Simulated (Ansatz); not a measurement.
Input (CCSDT(Q)/cc-pVDZ; Ansatz, an electronic-structure program):

Ansatz 0.2 input:
```yaml
crystal:
  periodic: [false, false, false]
  atoms:
    - {symbol: C, position_ang: [-0.07333893, 0.62108430, 0.12511197]}
    - {symbol: O, position_ang: [0.04964478, -0.69228374, -0.18453078]}
    - {symbol: H, position_ang: [-1.17755157, 0.85327868, 0.11267855]}
    - {symbol: H, position_ang: [0.62329493, -1.20666676, 0.43207006]}
    - {symbol: H, position_ang: [0.46134706, 0.96838303, 1.00345247]}
    - {symbol: H, position_ang: [0.13578490, 1.19676920, -0.82262665]}
basis:
  gaussian:
    orbitals: cc-pVDZ
total_charge: 1
magnetization: {spin_polarized: true, initial_magnetization: 1}
correlation: {method: ccsdt_q, electrons: outside_noble_gas}
```

Output:

```
Functional definition: HF
integrals: 0.03 GiB planned
896 factors; integrals over basis functions are off by at most 1.5e-7 eV
mean field: 0.12 GiB planned
mean field evaluation 1: about -3116.3376 eV, gradient 3.1e1 eV
mean field evaluation 2: about -3116.4219 eV, gradient 3.1e1 eV
mean field evaluation 4: about -3120.4666 eV, gradient 3.3e0 eV
mean field evaluation 8: about -3120.9757 eV, gradient 3.5e-1 eV
mean field evaluation 16: about -3120.9817 eV, gradient 2.7e-6 eV
mean field evaluation 32: about -3118.0884 eV, gradient 2.9e0 eV
mean field evaluation 64: about -3118.7262 eV, gradient 1.9e-2 eV
mean field -3120.98171848 eV, -114.6939626767 hartree, gradient 2.7e-6 eV, S^2 0.765521; 1 other end points of the search recorded, 0 dependent functions left out
determinant -3120.98171848 eV, -114.6939626767 hartree, with singles and doubles -3130.12129628 eV, -115.0298359660 hartree
determinant -3118.72621925 eV, -114.6110746088 hartree, with singles and doubles -3127.74298082 eV, -114.9424344849 hartree
2 core orbitals not correlated
reference -3120.98171848 eV, -114.6939626767 hartree; 7, 6 occupied and 39, 40 virtual orbitals, 896 factors
second order -8.18464446 eV of doubles, -0.00000000 eV of singles
coupled cluster: 0.78 GiB planned
cycle   1  -8.72507895 eV  change   -5.4e-1 eV  update   8.4e-2
cycle   2  -9.19424995 eV  change   -4.7e-1 eV  update   3.4e-2
cycle   3  -9.38504027 eV  change   -1.9e-1 eV  update   2.9e-2
cycle   4  -9.36290654 eV  change    2.2e-2 eV  update   1.7e-2
cycle   5  -9.37785469 eV  change   -1.5e-2 eV  update   7.4e-3
cycle   6  -9.38226798 eV  change   -4.4e-3 eV  update   2.2e-3
cycle   7  -9.38091403 eV  change    1.4e-3 eV  update   7.2e-4
cycle   8  -9.38100131 eV  change   -8.7e-5 eV  update   3.3e-4
cycle   9  -9.38106925 eV  change   -6.8e-5 eV  update   1.3e-4
cycle  10  -9.38096963 eV  change    1.0e-4 eV  update   5.8e-5
cycle  11  -9.38103595 eV  change   -6.6e-5 eV  update   2.6e-5
cycle  12  -9.38103711 eV  change   -1.2e-6 eV  update   9.8e-6
cycle  13  -9.38104294 eV  change   -5.8e-6 eV  update   5.0e-6
cycle  14  -9.38104327 eV  change   -3.3e-7 eV  update   2.4e-6
cycle  15  -9.38104428 eV  change   -1.0e-6 eV  update   1.3e-6
cycle  16  -9.38104494 eV  change   -6.7e-7 eV  update   4.6e-7
perturbative correction -0.01867976 eV, -0.0006864686 hartree
Total energy: -3130.38144319 eV, -115.0393961883 hartree
```
